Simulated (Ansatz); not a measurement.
Geometry optimisation, RKS B3LYP-D4/def2-SVP (Ansatz).

Input:

```yaml
crystal:
  periodic: [false, false, false]
  atoms:
    - { symbol: Li, position_ang: [0.1529, -0.2557, -2.8184] }
    - { symbol: C, position_ang: [-0.3738, 0.3534, 0.6824] }
    - { symbol: S, position_ang: [0.2322, -0.8929, -0.5142] }
    - { symbol: H, position_ang: [0.1915, 1.275, 0.5928] }
    - { symbol: H, position_ang: [-0.2713, -0.0721, 1.6777] }
    - { symbol: H, position_ang: [-1.4236, 0.5171, 0.4589] }
    - { symbol: H, position_ang: [1.4921, -0.9248, -0.0793] }
total_charge: 1
basis:
  gaussian: { orbitals: def2-SVP }
hamiltonian:
  xc: b3lyp
  dispersion: d4
relax:
  f_tol: 0.02
  max_steps: 40
scf:
  lower_state_search: "off"
```

Command:

```bash
$ ansatz run input.yaml --threads 1 --pin off --max-ram 2048MiB --backend cpu --events-out ev --progress --plain --runs-dir out
```

Question: Where does it end, and by what steps?

Answer: The run converged. Limits of this set-up: the dipole of an ion depends on the origin. After 3 steps the energy has fallen by 0.037 eV; Li1 moved furthest, 0.12 Å.

```json
{"step": "0", "energy less start (eV)": "0.0000", "largest force component (eV/Å)": "0.597", "accepted": "yes"}
{"step": "1", "energy less start (eV)": "-0.0320", "largest force component (eV/Å)": "0.171", "accepted": "yes"}
{"step": "2", "energy less start (eV)": "-0.0367", "largest force component (eV/Å)": "0.087", "accepted": "yes"}
{"step": "3", "energy less start (eV)": "-0.0372", "largest force component (eV/Å)": "0.012", "accepted": "yes"}
```

```xyz
7
Properties=species:S:1:pos:R:3
Li 0.200 -0.183 -2.730
C -0.379 0.350 0.673
S 0.198 -0.968 -0.475
H 0.171 1.288 0.526
H -0.258 -0.017 1.700
H -1.448 0.495 0.466
H 1.516 -0.965 -0.160
```

Whether the end is a true minimum wasn't checked by a vibrational analysis.

Time of the run: 6.1 s on 1 thread of Arm Neoverse V1, with other jobs on the host, peak memory 0.12 GiB.
